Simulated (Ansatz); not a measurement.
**N2: molecular dynamics**

Purpose: to follow the molecule's vibrations and see whether its bonds hold. The start is relaxed first. Runs: 300 steps of 2 fs under a Langevin thermostat at 1000 K. SMILES of the start: N#N.

All numbers below are computed with Ansatz 0.2.0 (RKS B3LYP/def2-SVP).

### Step 1. The structure to begin with

Bond lengths: N1–N2 1.098 Å.

Coordinates:

```xyz
2

N     0.4692   -0.1515    0.2417
N    -0.4692    0.1515   -0.2417
```

### Step 2. Preparing the start

Input file input.yaml:

```yaml
crystal:
  periodic: [false, false, false]
  atoms:
    - { symbol: "N", position_ang: [0.46917, -0.15152, 0.24172] }
    - { symbol: "N", position_ang: [-0.46917, 0.15152, -0.24172] }
basis:
  gaussian: { orbitals: def2-SVP }
hamiltonian:
  xc: b3lyp
relax:
  f_tol: 0.02
  max_steps: 40
scf:
  lower_state_search: "off"
output:
  orbitals: {}
```

Launch:

```
ansatz run input.yaml --threads 1 --pin off --max-ram 2048MiB --backend cpu --events-out ev --progress --plain --runs-dir out
```

Further steps of the session: The run.

Before running it: what results should come out? Wanted: relaxation of the start; temperature, first and last step; temperature, second half; potential energy, second half; bonds formed or broken.

The runs gave:

| quantity | value |
| --- | --- |
| relaxation of the start | 3 moves, 0.000 eV lower |
| length | 300 steps of 2 fs |
| temperature, first and last step | 500 and 1249 K |
| temperature, second half | mean 583 K, from 85 to 1475 K |
| potential energy, second half | +46 meV/atom from the start |
| bonds formed or broken | 0 |

**Reading.** Against a set 1000 K the second half averages 583 K with a spread of 272 K; 46 meV/atom has gone into potential energy, and a thermostat that acts over some 1000 fs has not made it up in 600 fs. The bonds all hold. A run of 600 fs with 2 atoms shows the motion but fixes no equilibrium value.
